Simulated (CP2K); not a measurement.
**C3H6FNS (SMILES C=NC(C)(F)S): IPEA1-xTB**

Aim: the energy change on altering one bond length of C3H6FNS at IPEA1-xTB, from 2 runs. Input form: an ASE script.

The calculation is run with CP2K 2026.2.

2 further runs of the same task are left out: 1 that didn't finish, 1 set aside as unsound or not needed.

## Step 1: The molecule

C3H6FNS: 12 atoms, total charge 0, spin state singlet. As SMILES, `C=NC(C)(F)S`. The shape comes from a force field and isn't a relaxed structure. This is one conformer, not always the lowest.

Bond lengths: C1–N2 1.296 Å, N2–C3 1.456 Å, C3–C4 1.624 Å, C3–F5 1.369 Å, C3–S6 1.825 Å, C1–H7 1.108 Å, C1–H8 1.056 Å, C4–H9 1.145 Å, C4–H10 1.041 Å, C4–H11 1.062 Å, S6–H12 1.353 Å. Some angles: C1–N2–C3 115.2°, N2–C3–C4 108.8°, N2–C3–F5 111.5°, N2–C3–S6 114.8°, C4–C3–F5 105.0°, C4–C3–S6 107.7°, F5–C3–S6 108.6°, N2–C1–H7 123.2°, N2–C1–H8 119.1°, C3–C4–H9 107.4°.

## Step 2: Energy and gradient at IPEA1-xTB

Contents of calc.py:

```python
import numpy as np
from ase import Atoms
from ase.calculators.cp2k import CP2K

atoms = Atoms(['C', 'N', 'C', 'C', 'F', 'S', 'H', 'H', 'H', 'H', 'H', 'H'],
              positions=[(-1.002400, -1.489200, -0.870900),
                         (-0.950000, -0.657000, 0.121300),
                         (-0.143100, 0.532400, -0.109500),
                         (1.338500, 0.286800, 0.507800),
                         (0.060100, 0.748000, -1.446400),
                         (-0.807000, 2.061800, 0.632200),
                         (-0.529800, -1.291700, -1.853800),
                         (-1.630600, -2.334900, -0.800100),
                         (1.215200, 0.104100, 1.631600),
                         (1.947100, 1.116500, 0.351200),
                         (1.716600, -0.602200, 0.067400),
                         (-1.137600, 1.470200, 1.803000)])
atoms.set_cell([11.6, 12.4, 11.7])
atoms.center()
template = """
&FORCE_EVAL
    METHOD QS
    &DFT
        CHARGE 0
        MULTIPLICITY 1
        &QS
            METHOD XTB
            EPS_DEFAULT 1.0E-10
            &XTB
                GFN_TYPE TBLITE
                &TBLITE
                    METHOD IPEA1
                &END TBLITE
                CHECK_ATOMIC_CHARGES F
            &END XTB
        &END QS
        &POISSON
            PERIODIC NONE
            POISSON_SOLVER ANALYTIC
        &END POISSON
        &SCF
            SCF_GUESS ATOMIC
            EPS_SCF 1.0E-07
            MAX_SCF 150
            ADDED_MOS 4
            &DIAGONALIZATION
                ALGORITHM STANDARD
            &END DIAGONALIZATION
            &MIXING
                METHOD DIRECT_P_MIXING
                ALPHA 0.4
            &END MIXING
        &END SCF
        &PRINT
            &MOMENTS
                PERIODIC F
                REFERENCE COM
                MAX_MOMENT 1
            &END MOMENTS
            &MO ON
                ENERGIES T
                OCCUPATION_NUMBERS T
                NDIGITS 6
                &EACH
                    QS_SCF 0
                &END EACH
                ADD_LAST NUMERIC
            &END MO
            &HIRSHFELD OFF
            &END HIRSHFELD
        &END PRINT
    &END DFT
    &SUBSYS
    &END SUBSYS
&END FORCE_EVAL
"""
cp2k = CP2K(command="cp2k.psmp -s", label="calc", inp=template, basis_set=None, basis_set_file=None, potential_file=None, pseudo_potential=None, xc=None, cutoff=None, max_scf=None, charge=None, uks=False,
            force_eval_method=None, print_level="LOW", poisson_solver=None, stress_tensor=False)
atoms.calc = cp2k
print("E / eV:", round(atoms.get_potential_energy(), 6))
forces = atoms.get_forces()
print(np.array2string(forces, precision=5, suppress_small=True))
print("largest force / (eV/A): %.4f" % np.linalg.norm(forces, axis=1).max())
```

Launch:

```sh
$ OMP_NUM_THREADS=1 python calc.py
```

What it wrote:

```text
E / eV: -641.480223
[[ 0.22741  2.76191  1.28272]
 [ 0.90699  0.03225 -2.77614]
 [ 2.73273 -1.22332  1.5413 ]
 [-4.52283 -1.13598  2.18134]
 [-0.44843  0.5412   0.38699]
 [-0.49833 -1.33593  0.54555]
 [-0.34275 -0.39772  0.86283]
 [-0.36689 -1.05806  0.116  ]
 [ 0.19511  0.38167 -1.96358]
 [ 1.18581  1.78982 -0.49598]
 [ 0.61657 -0.93208 -0.56959]
 [ 0.3146   0.57625 -1.11143]]
largest force / (eV/A): 5.1483
```

calc.out, cut to the lines that bear on the results:

```text
CP2K| version string:                                       CP2K version 2026.2
[...]
 GLOBAL| Method name                                                        CP2K
[...]
 GLOBAL| Run type                                                   ENERGY_FORCE
[...]
 *** WARNING in qs_kind_types.F:2330 :: Information provided in the input ***
 *** file regarding BASIS for KIND <C> will be ignored!                   ***
 *** WARNING in qs_kind_types.F:2330 :: Information provided in the input ***
 *** file regarding BASIS for KIND <N> will be ignored!                   ***
 *** WARNING in qs_kind_types.F:2330 :: Information provided in the input ***
 *** file regarding BASIS for KIND <F> will be ignored!                   ***
 *** WARNING in qs_kind_types.F:2330 :: Information provided in the input ***
 *** file regarding BASIS for KIND <S> will be ignored!                   ***
 *** WARNING in qs_kind_types.F:2330 :: Information provided in the input ***
[... 82 lines left out ...]
  *** SCF run converged in    20 steps ***
[...]
 ENERGY| Total FORCE_EVAL ( QS ) energy [hartree]            -23.573965454831029
[...]
```

Run time: 1.5 s. Hardware: 1 thread of Arm Neoverse N1, shared host; peak memory 0.14 GiB.

## Step 3: The distorted shape

Contents of job.py:

```python
import numpy as np
from ase import Atoms
from ase.calculators.cp2k import CP2K

atoms = Atoms(['C', 'N', 'C', 'C', 'F', 'S', 'H', 'H', 'H', 'H', 'H', 'H'],
              positions=[(-1.611028, -2.318938, -0.714293),
                         (-1.558628, -1.486738, 0.277907),
                         (-0.751728, -0.297338, 0.047107),
                         (0.729872, -0.542938, 0.664407),
                         (-0.548528, -0.081738, -1.289793),
                         (-1.415628, 1.232062, 0.788807),
                         (-1.138428, -2.121438, -1.697193),
                         (-2.239228, -3.164638, -0.643493),
                         (0.606572, -0.725638, 1.788207),
                         (1.947100, 1.116500, 0.351200),
                         (1.107972, -1.431938, 0.224007),
                         (-1.746228, 0.640462, 1.959607)])
atoms.set_cell([12.2, 12.4, 11.7])
atoms.center()
inp = """
&FORCE_EVAL
   METHOD Quickstep
   &DFT
      CHARGE 0
      MULTIPLICITY 1
      &QS
         METHOD XTB
         EPS_DEFAULT 1.0E-10
         &XTB
            GFN_TYPE TBLITE
            &TBLITE
               METHOD IPEA1
            &END TBLITE
            CHECK_ATOMIC_CHARGES F
         &END XTB
      &END QS
      &POISSON
         PERIODIC NONE
         POISSON_SOLVER ANALYTIC
      &END POISSON
      &SCF
         SCF_GUESS ATOMIC
         EPS_SCF 1.0E-07
         MAX_SCF 150
         ADDED_MOS 4
         &DIAGONALIZATION
            ALGORITHM STANDARD
         &END DIAGONALIZATION
         &MIXING
            METHOD DIRECT_P_MIXING
            ALPHA 0.4
         &END MIXING
      &END SCF
      &PRINT
         &MOMENTS
            PERIODIC F
            REFERENCE COM
            MAX_MOMENT 1
         &END MOMENTS
         &MO ON
            ENERGIES T
            OCCUPATION_NUMBERS T
            NDIGITS 6
            &EACH
               QS_SCF 0
            &END EACH
            ADD_LAST NUMERIC
         &END MO
         &HIRSHFELD OFF
         &END HIRSHFELD
      &END PRINT
   &END DFT
   &SUBSYS
   &END SUBSYS
&END FORCE_EVAL
"""
cp2k = CP2K(command="cp2k.psmp -s", label="job", inp=inp, basis_set=None, basis_set_file=None, potential_file=None, pseudo_potential=None, xc=None, cutoff=None, max_scf=None, charge=None, uks=False,
            force_eval_method=None, print_level="LOW", poisson_solver=None, stress_tensor=False)
atoms.calc = cp2k
e = atoms.get_potential_energy()
f = atoms.get_forces()
print(f"energy = {e:.6f} eV")
print("forces (eV/angstrom):")
for s, v in zip(atoms.get_chemical_symbols(), f):
    print(f"{s:2s} {v[0]:10.5f} {v[1]:10.5f} {v[2]:10.5f}")
```

Launch:

```sh
$ OMP_NUM_THREADS=1 python job.py
```

What it wrote:

```text
energy = -636.024883 eV
forces (eV/angstrom):
C     0.30577    2.74588    1.24634
N     1.14495   -0.04447   -2.56648
C     3.34144   -0.46017    1.27472
C    -2.43410    2.26744    1.40037
F    -0.52820    0.50245    0.45910
S    -0.54952   -1.35737    0.53321
H    -0.33913   -0.39686    0.88437
H    -0.39644   -1.02471    0.11568
H     0.67567    1.03637   -2.16036
H    -2.68959   -3.64691    0.65095
H     1.14419   -0.20055   -0.72697
H     0.32497    0.57891   -1.11092
```

job.out, cut to the lines that bear on the results:

```text
CP2K| version string:                                       CP2K version 2026.2
[...]
 GLOBAL| Method name                                                        CP2K
[...]
 GLOBAL| Run type                                                   ENERGY_FORCE
[...]
 *** WARNING in qs_kind_types.F:2330 :: Information provided in the input ***
 *** file regarding BASIS for KIND <C> will be ignored!                   ***
 *** WARNING in qs_kind_types.F:2330 :: Information provided in the input ***
 *** file regarding BASIS for KIND <N> will be ignored!                   ***
 *** WARNING in qs_kind_types.F:2330 :: Information provided in the input ***
 *** file regarding BASIS for KIND <F> will be ignored!                   ***
 *** WARNING in qs_kind_types.F:2330 :: Information provided in the input ***
 *** file regarding BASIS for KIND <S> will be ignored!                   ***
 *** WARNING in qs_kind_types.F:2330 :: Information provided in the input ***
[... 81 lines left out ...]
  *** SCF run converged in    19 steps ***
[...]
 ENERGY| Total FORCE_EVAL ( QS ) energy [hartree]            -23.373485405760839
[...]
```

Run time: 1.4 s. Hardware: 1 thread of Arm Neoverse N1, shared host; peak memory 0.14 GiB.

## Step 4: Summary of results

Level: IPEA1-xTB.

| quantity | value |
| --- | --- |
| first shape: total energy | -23.57397 Eh |
| first shape: dipole moment (from atomic charges alone) | 1.70 D |
| first shape: HOMO energy | -11.17 eV |
| first shape: LUMO energy | -7.26 eV |
| first shape: HOMO–LUMO gap | 3.91 eV |
| distorted shape: total energy | -23.37349 Eh |
| distorted shape: dipole moment (from atomic charges alone) | 1.85 D |
| distorted shape: HOMO energy | -11.18 eV |
| distorted shape: LUMO energy | -8.69 eV |
| distorted shape: HOMO–LUMO gap | 2.49 eV |
| energy change with the C4–H10 bond stretched from 1.041 to 2.082 Å | 5.455 eV |

One bond (distorted shape) is far stretched, which a spin-restricted single reference describes badly. With the C4–H10 bond stretched from 1.041 to 2.082 Å the energy rises by 5.46 eV (526 kJ/mol). The first shape isn't relaxed at this level, so the change isn't measured from a minimum. A restricted reference can't describe the breaking bond well at this length. The dipole (first shape) comes from point charges on the atoms alone, without atomic dipoles, so it is partial. The dipole (distorted shape) comes from point charges on the atoms alone, without atomic dipoles, so it is partial.
